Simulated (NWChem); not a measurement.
Program: NWChem. System: H$_{4}$Si, charge 0, spin multiplicity 1, at a geometry optimised with PBE0/def2-SVP. The structure started from a generated list of species. Level: PBE/cc-pVDZ, spin-restricted.

Input file:

```
start mol
memory heap 200 mb stack 900 mb global 1100 mb
geometry units angstroms nocenter noautoz noautosym
  Si     0.000000     0.000000    -0.000000
  H      1.218746     0.000000     0.861824
  H     -1.218746     0.000000     0.861824
  H      0.000000    -1.218745    -0.861823
  H      0.000000     1.218745    -0.861823
end
basis spherical
  * library cc-pvdz
end
dft
  xc xpbe96 cpbe96
  semidirect memsize 60000000 filesize 0
  iterations 100
end
task dft energy
```

Output (cleaned and shortened):

```
             Northwest Computational Chemistry Package (NWChem) 7.3.0
             --------------------------------------------------------

                                NWChem Input Module
                                -------------------

 Scaling coordinates for geometry "geometry" by  1.889725989
 (inverse scale =  0.529177249)

                             Geometry "geometry" -> ""
                             -------------------------

 Output coordinates in angstroms (scale by  1.889725989 to convert to a.u.)

  No.       Tag          Charge          X              Y              Z
 ---- ---------------- ---------- -------------- -------------- --------------
    1 Si                  14.0000     0.00000000     0.00000000     0.00000000
    2 H                    1.0000     1.21874600     0.00000000     0.86182400
    3 H                    1.0000    -1.21874600     0.00000000     0.86182400
    4 H                    1.0000     0.00000000    -1.21874500    -0.86182300
    5 H                    1.0000     0.00000000     1.21874500    -0.86182300

 Effective nuclear repulsion energy (a.u.)      21.1554661136

            Nuclear Dipole moment (a.u.)
            ----------------------------
        X                 Y               Z
 ---------------- ---------------- ----------------
     0.0000000000     0.0000000000     0.0000037795


 Summary of "ao basis" -> "" (spherical)
 ------------------------------------------------------------------------------
       Tag                 Description            Shells   Functions and Types
 ---------------- ------------------------------  ------  ---------------------
 *                          cc-pvdz                   on all atoms

  pbe96 is a nonlocal functional; adding pw91lda local functional.

                                 NWChem DFT Module
                                 -----------------

 Summary of "ao basis" -> "ao basis" (spherical)
 ------------------------------------------------------------------------------
       Tag                 Description            Shells   Functions and Types
 ---------------- ------------------------------  ------  ---------------------
 Si                         cc-pvdz                  8       18   4s3p1d
 H                          cc-pvdz                  3        5   2s1p

 Summary of "ao basis" -> "ao basis" (spherical)
 ------------------------------------------------------------------------------
       Tag                 Description            Shells   Functions and Types
 ---------------- ------------------------------  ------  ---------------------
 Si                         cc-pvdz                  8       18   4s3p1d
 H                          cc-pvdz                  3        5   2s1p

            General Information
            -------------------
          SCF calculation type: DFT
          Wavefunction type:  closed shell.
          No. of atoms     :     5
          No. of electrons :    18
           Alpha electrons :     9
            Beta electrons :     9
          Charge           :     0
          Spin multiplicity:     1
          Use of symmetry is: off; symmetry adaption is: off
          Maximum number of iterations: 100
          AO basis - number of functions:    38
                     number of shells:    20
          Convergence on energy requested:  1.00D-06
          Convergence on density requested:  1.00D-05
          Convergence on gradient requested:  5.00D-04

              XC Information
              --------------
          PerdewBurkeErnzerhof Exchange Functional  1.000
            Perdew 1991 LDA Correlation Functional  1.000 local
           PerdewBurkeErnz. Correlation Functional  1.000 non-local

             Grid Information
             ----------------
          Grid used for XC integration:  medium
          Radial quadrature: Mura-Knowles
          Angular quadrature: Lebedev.
          Tag              B.-S. Rad. Rad. Pts. Rad. Cut. Ang. Pts.
          ---              ---------- --------- --------- ---------
          Si                  1.10       88           7.0       590
          H                   0.35       45           8.0       434
          Grid pruning is: on
          Number of quadrature shells:   268
          Spatial weights used:  Erf1

          Convergence Information
          -----------------------
          Convergence aids based upon iterative change in
          total energy or number of iterations.
          Levelshifting, if invoked, occurs when the
          HOMO/LUMO gap drops below (HL_TOL):  1.00D-02
          DIIS, if invoked, will attempt to extrapolate
          using up to (NFOCK): 10 stored Fock matrices.

                    Damping( 0%)  Levelshifting(0.5)       DIIS
                  --------------- ------------------- ---------------
          dE  on:    start            ASAP                start
          dE off:    2 iters        100 iters           100 iters

      Screening Tolerance Information
      -------------------------------
          Density screening/tol_rho:  1.00D-10
          AO Gaussian exp screening on grid/accAOfunc:  14
          CD Gaussian exp screening on grid/accCDfunc:  20
          XC Gaussian exp screening on grid/accXCfunc:  20
          Schwarz screening/accCoul:  1.00D-08

      Superposition of Atomic Density Guess
      -------------------------------------

 Sum of atomic energies:        -290.83238394

      Non-variational initial energy
      ------------------------------

 Total energy =    -291.019206
 1-e energy   =    -444.211339
 2-e energy   =     132.036667
 HOMO         =      -0.428859
 LUMO         =       0.107766

------------------------------------------------------------
EAF file 0: "./mol.aoints.0" size=524288 bytes
------------------------------------------------------------
               write      read    awrite     aread      wait
               -----      ----    ------     -----      ----
     calls:        1         0         0         0         0
   data(b): 5.24e+05  0.00e+00  0.00e+00  0.00e+00
   time(s): 0.00e+00  0.00e+00  0.00e+00  0.00e+00  0.00e+00
rate(mb/s): 0.00e+00  0.00e+00
------------------------------------------------------------

   convergence    iter        energy       DeltaE   RMS-Dens  Diis-err    time
 ---------------- ----- ----------------- --------- --------- ---------  ------
 d= 0,ls=0.0,diis     1   -291.6945982204 -3.13D+02  8.35D-03  7.70D-02     0.5
 d= 0,ls=0.0,diis     2   -291.7025519209 -7.95D-03  3.73D-03  9.69D-03     0.6
 d= 0,ls=0.0,diis     3   -291.7042934062 -1.74D-03  1.26D-03  2.86D-03     0.7
 d= 0,ls=0.0,diis     4   -291.7048421155 -5.49D-04  7.20D-05  8.69D-06     0.8
 d= 0,ls=0.0,diis     5   -291.7048438466 -1.73D-06  5.84D-06  5.46D-08     0.9
 d= 0,ls=0.0,diis     6   -291.7048438588 -1.22D-08  6.94D-08  8.61D-12     1.0

         Total DFT energy =     -291.704843858806
      One electron energy =     -445.370617932210
           Coulomb energy =      154.688134156345
    Exchange-Corr. energy =      -22.177826196521
 Nuclear repulsion energy =       21.155466113581

 Numeric. integr. density =       18.000007269355

     Total iterative time =      0.7s

                       DFT Final Molecular Orbital Analysis
                       ------------------------------------

 Vector    7  Occ=2.000000D+00  E=-3.096961D-01
              MO Center=  3.1D-05, -2.0D-05,  1.6D-06, r^2= 2.5D+00
   Bfn.  Coefficient  Atom+Function         Bfn.  Coefficient  Atom+Function
  ----- ------------  ---------------      ----- ------------  ---------------
    10      0.337891  1 Si pz                19      0.226148  2 H  s
    24      0.226131  3 H  s                 29     -0.226145  4 H  s
    34     -0.226133  5 H  s                 13      0.182137  1 Si pz
    20      0.117450  2 H  s                 25      0.117441  3 H  s
    30     -0.117448  4 H  s                 35     -0.117442  5 H  s

 Vector    8  Occ=2.000000D+00  E=-3.096900D-01
              MO Center= -5.4D-09,  2.0D-05, -5.7D-01, r^2= 2.1D+00
   Bfn.  Coefficient  Atom+Function         Bfn.  Coefficient  Atom+Function
  ----- ------------  ---------------      ----- ------------  ---------------
     9      0.337890  1 Si py                29     -0.319806  4 H  s
    34      0.319814  5 H  s                 12      0.182139  1 Si py
    30     -0.166097  4 H  s                 35      0.166101  5 H  s
    15     -0.061242  1 Si d -1

 Vector    9  Occ=2.000000D+00  E=-3.096898D-01
              MO Center= -3.1D-05, -8.2D-09,  5.7D-01, r^2= 2.1D+00
   Bfn.  Coefficient  Atom+Function         Bfn.  Coefficient  Atom+Function
  ----- ------------  ---------------      ----- ------------  ---------------
     8      0.337890  1 Si px                19      0.319804  2 H  s
    24     -0.319816  3 H  s                 11      0.182140  1 Si px
    20      0.166096  2 H  s                 25     -0.166103  3 H  s
    17     -0.061242  1 Si d  1

 Vector   10  Occ=0.000000D+00  E= 2.089600D-02
              MO Center=  3.3D-06, -5.5D-10, -2.1D-01, r^2= 3.6D+00
   Bfn.  Coefficient  Atom+Function         Bfn.  Coefficient  Atom+Function
  ----- ------------  ---------------      ----- ------------  ---------------
    11      1.374548  1 Si px                20     -1.000908  2 H  s
    25      1.000919  3 H  s                  8      0.279880  1 Si px
    19     -0.181004  2 H  s                 24      0.181006  3 H  s
    17      0.174748  1 Si d  1

 Vector   11  Occ=0.000000D+00  E= 2.089615D-02
              MO Center=  1.1D-10,  6.8D-07,  2.1D-01, r^2= 3.6D+00
   Bfn.  Coefficient  Atom+Function         Bfn.  Coefficient  Atom+Function
  ----- ------------  ---------------      ----- ------------  ---------------
    12      1.374550  1 Si py                30      1.000916  4 H  s
    35     -1.000914  5 H  s                  9      0.279880  1 Si py
    29      0.181006  4 H  s                 34     -0.181005  5 H  s
    15      0.174748  1 Si d -1

 Vector   12  Occ=0.000000D+00  E= 2.090583D-02
              MO Center= -3.3D-06, -6.8D-07,  3.5D-06, r^2= 3.7D+00
   Bfn.  Coefficient  Atom+Function         Bfn.  Coefficient  Atom+Function
  ----- ------------  ---------------      ----- ------------  ---------------
    13      1.374668  1 Si pz                20     -0.707826  2 H  s
    25     -0.707810  3 H  s                 30      0.707808  4 H  s
    35      0.707811  5 H  s                 10      0.279870  1 Si pz
    18     -0.174750  1 Si d  2              19     -0.127987  2 H  s
    24     -0.127984  3 H  s                 29      0.127984  4 H  s

 center of mass
 --------------
 x =   0.00000000 y =   0.00000000 z =   0.00000012

 moments of inertia (a.u.)
 ------------------
          21.384001073090           0.000000000000           0.000000000000
           0.000000000000          21.384018618189           0.000000000000
           0.000000000000           0.000000000000          21.383010066193

     Multipole analysis of the density
     ---------------------------------

     L   x y z        total         alpha         beta         nuclear
     -   - - -        -----         -----         ----         -------
     0   0 0 0     -0.000000     -9.000000     -9.000000     18.000000

     1   1 0 0     -0.000000     -0.000000     -0.000000      0.000000
     1   0 1 0      0.000000      0.000000      0.000000      0.000000
     1   0 0 1     -0.000001     -0.000002     -0.000002      0.000004

     2   2 0 0    -12.225480    -11.416991    -11.416991     10.608502
     2   1 1 0      0.000000      0.000000      0.000000      0.000000
     2   1 0 1      0.000000      0.000000      0.000000      0.000000
     2   0 2 0    -12.225478    -11.416981    -11.416981     10.608485
     2   0 1 1     -0.000000     -0.000000     -0.000000      0.000000
     2   0 0 2    -12.225455    -11.417470    -11.417470     10.609486

 Task  times  cpu:        0.9s     wall:        0.9s

 Total times  cpu:        1.0s     wall:        1.0s
```
